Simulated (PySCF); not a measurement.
C₆H₈.
Z-matrix (Å and degrees, GFN2-xTB geometry), rows numbered from 1:
```
C 
C   1  1.3263
C   2  1.4798  1  111.32
C   3  1.5070  2  114.42  1    62.22
C   4  1.4963  3   60.38  2   -94.00
C   1  1.5034  2  112.44  3     2.65
H   1  1.0766  2  126.26  3  -177.68
H   2  1.0762  1  126.42  3   179.18
H   3  1.0798  2  119.70  1  -145.95
H   4  1.0800  3  117.72  5  -108.00
H   4  1.0799  3  117.99  5   108.54
H   5  1.0798  3  122.17  4   107.63
H   6  1.0936  1  110.76  2   116.27
H   6  1.0928  1  111.40  2  -124.11
```

The closed-shell ground state was solved at several levels (PySCF, density fitting, gas phase, non-relativistic).

```
        level  basis functions  total energy (Eh)  HOMO (eV)  LUMO (eV)  gap (eV)  dipole (D)
PBE0/pcSseg-1              142          -233.0878      -6.62       0.53      7.15        0.30
  B3LYP/pcJ-1              242          -233.4126      -6.37       0.33      6.70        0.30
```

Q: Estimate the row for wB97X-D/def2-SVPD, a basis of 184 functions; the other rows only guide the guess.

A: Total energy -233.1636 Eh, HOMO -8.44 eV, LUMO 2.24 eV, gap 10.68 eV, dipole 0.31 D.

Q: Over all these levels, which gives the widest orbital gap and which the narrowest?

A: wB97X-D/def2-SVPD (range-separated hybrid) has the widest, 10.68 eV, and B3LYP/pcJ-1 (global hybrid, 20 % exact exchange) the narrowest, 6.70 eV. Functional and basis both differ between the two, so the spread mixes both effects.

Q: How far do the dipole and the HOMO energy spread over the levels?

A: The dipole runs from 0.30 to 0.31 D (mean 0.30 D) and the HOMO from -8.44 to -6.37 eV.

Note: wB97X-D ran without an empirical dispersion term, which enters the total energy and its gradient alone.
